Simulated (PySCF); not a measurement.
Gas-phase reaction: Si(CH3)4 = (CH3)3Si + CH3

Method: PySCF energies plus ideal-gas RRHO corrections (1 bar). † marks an energy on the PBE0/def2-TZVP geometry and frequencies; other levels use their own. 6-31G* has spherical d functions here. Open shells (unrestricted): (CH3)3Si (multiplicity 2), CH3 (multiplicity 2); the rest are closed-shell singlets. B3LYP is the form with VWN-RPA correlation. (CH3)3Si: computed as isolated molecules; such fragments, hydroxides, amides, oligomers or adducts are transient or little studied in the gas.

M06-2X/def2-TZVP† gives ΔH°(298 K) = 380 kJ.

What do B3LYP/6-31G*, B3LYP/def2-TZVP†, PBE/def2-TZVP† give?

B3LYP/6-31G*: 359 kJ; B3LYP/def2-TZVP†: 355 kJ; PBE/def2-TZVP†: 364 kJ. For scale, ΔH°(298 K) is 380 kJ at this level, 397 kJ at ωB97M-V/def2-TZVP†, and runs from 270 to 431 kJ over the 18 levels computed.
